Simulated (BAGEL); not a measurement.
**HF/STO-3G (density fitting with qzvpp-jkfit) run of BSiH4F (SMILES FB[SiH3])**

What is the vertical electron affinity of BSiH4F at HF/STO-3G (density fitting with qzvpp-jkfit)? 

Program for the calculation: BAGEL 1.2.2.

1 further run of the same task is left out (it didn't finish). Runs told in other sessions of the task aren't counted.

## (1) The structure to begin with

BSiH4F has 7 atoms, charge 0, and is taken as a singlet. SMILES: `FB[SiH3]`. The coordinates come from a PBE0-D4/def2-TZVP relaxation.

Bond lengths: F1–B2 1.321 Å, B2–Si3 2.035 Å, B2–H4 1.203 Å, Si3–H5 1.490 Å, Si3–H6 1.491 Å, Si3–H7 1.487 Å. Angles: F1–B2–Si3 121.0°, F1–B2–H4 116.1°, Si3–B2–H4 122.9°, B2–Si3–H5 109.0°, B2–Si3–H6 108.5°, B2–Si3–H7 113.6°, H5–Si3–H6 107.5°, H5–Si3–H7 109.1°, H6–Si3–H7 109.0°.

## (2) The energy at HF/STO-3G (density fitting with qzvpp-jkfit)

hf.json reads:

```json
{ "bagel": [

{
  "title": "molecule",
  "basis": "sto-3g",
  "df_basis": "qzvpp-jkfit",
  "angstrom": true,
  "geometry": [
    { "atom": "F", "xyz": [   -1.379400,   -1.601500,    0.571800 ] },
    { "atom": "B", "xyz": [   -0.186700,   -1.168700,    0.204000 ] },
    { "atom": "Si", "xyz": [    0.146300,    0.805600,   -0.161100 ] },
    { "atom": "H", "xyz": [    0.673400,   -2.004900,    0.107300 ] },
    { "atom": "H", "xyz": [    0.733100,    0.954500,   -1.522300 ] },
    { "atom": "H", "xyz": [    1.152900,    1.303800,    0.818800 ] },
    { "atom": "H", "xyz": [   -1.078400,    1.642900,   -0.064200 ] }
  ]
},
{
  "title": "hf"
},
{
  "title": "print",
  "file": "orbitals.molden",
  "orbitals": true
}

]}
```

The run is started by

```sh
$ BAGEL_NUM_THREADS=1 BAGEL hf.json > hf.out
```

Log:

```text
* using 1 threads per process

  ===============================================================
  ===============================================================

  *** Geometry ***

  { "atom" : "F", "xyz" : [     -2.606688,     -3.026396,      1.080545 ] },
  { "atom" : "B", "xyz" : [     -0.352812,     -2.208523,      0.385504 ] },
  { "atom" : "Si", "xyz" : [      0.276467,      1.522363,     -0.304435 ] },
  { "atom" : "H", "xyz" : [      1.272542,     -3.788712,      0.202768 ] },
  { "atom" : "H", "xyz" : [      1.385358,      1.803744,     -2.876730 ] },
  { "atom" : "H", "xyz" : [      2.178665,      2.463825,      1.547308 ] },
  { "atom" : "H", "xyz" : [     -2.037881,      3.104631,     -0.121320 ] },

  Number of auxiliary basis functions:      352

  Since a DF basis is specified, we compute 2- and 3-index integrals:
    o Being stored without compression. Storage requirement is 0.001 GB

  Number of basis functions:       23
  Number of electrons      :       32

    * METHOD: MOLECULE                             0.06

  *** RHF ***

  === Nuclear Repulsion ===
    88.5225406810

      * DIIS with orbital gradients will be used.

  === RHF iteration (sto-3g) ===
      0       -410.31083866          0.01820507           0.00
      1       -410.36893300          0.00546143           0.00
      2       -410.37370524          0.00111268           0.01
      3       -410.37405606          0.00007804           0.01
      4       -410.37405796          0.00002246           0.01
      5       -410.37405810          0.00000608           0.00
      6       -410.37405812          0.00000178           0.00
      7       -410.37405812          0.00000020           0.00
      8       -410.37405812          0.00000005           0.00
      9       -410.37405812          0.00000001           0.00
     10       -410.37405812          0.00000000           0.00
    * SCF iteration converged.

    * Permanent dipole moment:
           (   -0.014425,     0.017696,     0.008169) a.u.

    * METHOD: HF                                   0.10

    * METHOD: PRINT                                0.00

  ===============================================================
```

Run time: 0.3 s. Hardware: 1 thread of Intel Xeon 6975P-C (Granite Rapids), shared host.

## (3) The doublet anion, same level

input.json reads:

```json
{ "bagel" : [

{
  "title" : "molecule",
  "basis" : "sto-3g",
  "df_basis" : "qzvpp-jkfit",
  "angstrom" : true,
  "geometry" : [
    { "atom" : "F", "xyz" : [   -1.379400,   -1.601500,    0.571800 ] },
    { "atom" : "B", "xyz" : [   -0.186700,   -1.168700,    0.204000 ] },
    { "atom" : "Si", "xyz" : [    0.146300,    0.805600,   -0.161100 ] },
    { "atom" : "H", "xyz" : [    0.673400,   -2.004900,    0.107300 ] },
    { "atom" : "H", "xyz" : [    0.733100,    0.954500,   -1.522300 ] },
    { "atom" : "H", "xyz" : [    1.152900,    1.303800,    0.818800 ] },
    { "atom" : "H", "xyz" : [   -1.078400,    1.642900,   -0.064200 ] }
  ]
},
{
  "title" : "uhf",
  "charge" : -1,
  "nopen" : 1
},
{
  "title" : "print",
  "file" : "orbitals.molden",
  "orbitals" : true
}

]}
```

The run is started by

```sh
$ BAGEL_NUM_THREADS=1 BAGEL input.json > input.out
```

Log:

```text
* using 1 threads per process

  ===============================================================
  ===============================================================

  *** Geometry ***

  { "atom" : "F", "xyz" : [     -2.606688,     -3.026396,      1.080545 ] },
  { "atom" : "B", "xyz" : [     -0.352812,     -2.208523,      0.385504 ] },
  { "atom" : "Si", "xyz" : [      0.276467,      1.522363,     -0.304435 ] },
  { "atom" : "H", "xyz" : [      1.272542,     -3.788712,      0.202768 ] },
  { "atom" : "H", "xyz" : [      1.385358,      1.803744,     -2.876730 ] },
  { "atom" : "H", "xyz" : [      2.178665,      2.463825,      1.547308 ] },
  { "atom" : "H", "xyz" : [     -2.037881,      3.104631,     -0.121320 ] },

  Number of auxiliary basis functions:      352

  Since a DF basis is specified, we compute 2- and 3-index integrals:
    o Being stored without compression. Storage requirement is 0.001 GB

  Number of basis functions:       23
  Number of electrons      :       32

    * METHOD: MOLECULE                             0.06

  *** Open-shell HF ***

  === Nuclear Repulsion ===
    88.5225406810

      * DIIS with orbital gradients will be used.

  === UHF iteration (sto-3g) ===
      0       -410.09724659          0.02683270           0.01
      1       -410.14825773          0.00573962           0.01
      2       -410.15212333          0.00187089           0.01
      3       -410.15294723          0.00033499           0.01
      4       -410.15304356          0.00011929           0.01
      5       -410.15307182          0.00003443           0.01
      6       -410.15307679          0.00000713           0.01
      7       -410.15307709          0.00000189           0.01
      8       -410.15307713          0.00000069           0.01
      9       -410.15307714          0.00000034           0.01
     10       -410.15307714          0.00000010           0.01
     11       -410.15307714          0.00000004           0.01
     12       -410.15307714          0.00000002           0.01
     13       -410.15307714          0.00000000           0.01
    * SCF iteration converged.

    * S^2 (UHF) is 0.7639

    * Permanent dipole moment:
           (    0.262058,    -1.027359,     0.089542) a.u.

    * METHOD: UHF                                  0.17

    * METHOD: PRINT                                0.00

  ===============================================================
```

Wall time 0.38 s (1 thread of Intel Xeon 6975P-C (Granite Rapids), shared host).

## (4) Outcome

Level: HF/STO-3G (density fitting with qzvpp-jkfit).

| quantity | value |
| --- | --- |
| singlet BSiH4F: total energy | -410.37406 Eh |
| singlet BSiH4F: dipole moment | 0.06 D |
| singlet BSiH4F: HOMO energy | -8.80 eV |
| singlet BSiH4F: LUMO energy | 7.22 eV |
| singlet BSiH4F: HOMO–LUMO gap | 16.02 eV |
| doublet anion: total energy | -410.15308 Eh |
| doublet anion: ⟨S²⟩ | 0.764 |
| vertical electron affinity (to the doublet anion) | -6.013 eV |

**Reading.** The anion lies 6.01 eV (139 kcal/mol) above the neutral: the electron isn't bound at this level, and such a value depends on the basis. Without diffuse functions anions come out too high. Hartree–Fock misses the correlation that binds many anions. In a minimal basis such a difference can be off by several eV, whatever the method.
